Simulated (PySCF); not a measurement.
# Partial charges of `N#C[C-](F)C#N`

C3FN2 (charge -1).
SMILES with atom numbers: `[N:1]#[C:2][C-:3]([F:4])[C:5]#[N:6]`

Geometry (GFN2-xTB, Å), atoms numbered from 1 in this order:
```xyz
6
C3FN2 angstrom
N     -2.2222   -0.8346   -0.0532
C     -1.2032   -0.2688   -0.0518
C      0.0008    0.3745   -0.0478
F     -0.0008    1.7832   -0.2051
C      1.2048   -0.2507    0.1033
N      2.2238   -0.8016    0.2331
```

Density: PBE0/pcSseg-1 (PySCF); schemes: Mulliken, IAO, Hirshfeld and ESP-fitted. Isolated species at its GFN2-xTB geometry, gas phase. The pcSseg-1 basis has no diffuse functions, a weakness for an anion.

Q: At which atom do the 4 schemes differ most?

A: At C3: from -0.597 (ESP-fitted) to +0.065 e (Mulliken), 0.662 e apart.

Q: Do the Mulliken, IAO, Hirshfeld and ESP-fitted schemes agree on where the charge is highest?

A: The schemes don't all agree: Mulliken C3 (+0.065); IAO C2 and C5 (+0.108); Hirshfeld C2 and C5 (-0.015); ESP-fitted C2 (+0.539).

Q: Give the atomic charges in each scheme.

A: In e:

```json
{"atom": "N1", "environment": "nitrogen bonded to C", "Mulliken": "-0.386", "IAO": "-0.409", "Hirshfeld": "-0.363", "ESP-fitted": "-0.674"}
{"atom": "C2", "environment": "carbon bonded to C and N", "Mulliken": "+0.033", "IAO": "+0.108", "Hirshfeld": "-0.015", "ESP-fitted": "+0.539"}
{"atom": "C3", "environment": "carbon bonded to 2 C and F", "Mulliken": "+0.065", "IAO": "-0.061", "Hirshfeld": "-0.067", "ESP-fitted": "-0.597"}
{"atom": "F4", "environment": "fluorine bonded to C", "Mulliken": "-0.359", "IAO": "-0.336", "Hirshfeld": "-0.178", "ESP-fitted": "-0.131"}
{"atom": "C5", "environment": "carbon bonded to C and N", "Mulliken": "+0.033", "IAO": "+0.108", "Hirshfeld": "-0.015", "ESP-fitted": "+0.536"}
{"atom": "N6", "environment": "nitrogen bonded to C", "Mulliken": "-0.386", "IAO": "-0.409", "Hirshfeld": "-0.363", "ESP-fitted": "-0.673"}
```

Mean size of the charges over all atoms: ESP-fitted 0.525 e, IAO 0.239 e, Mulliken 0.210 e, Hirshfeld 0.167 e. Each set sums to the total charge, -1, to within 0.001 e. The Mulliken scheme counts on each atom the diagonal of the density matrix times the overlap matrix over that atom's basis functions.

Q: How many electrons does the Hirshfeld scheme count on N6?

A: Z − q = 7 − (-0.363) = 7.363.

Q: Sum the charges by element, for elements with more than one atom.

A: 
```
element  atoms  Mulliken     IAO  Hirshfeld  ESP-fitted
      N      2    -0.772  -0.819     -0.725      -1.347
      C      3    +0.131  +0.155     -0.096      +0.478
```
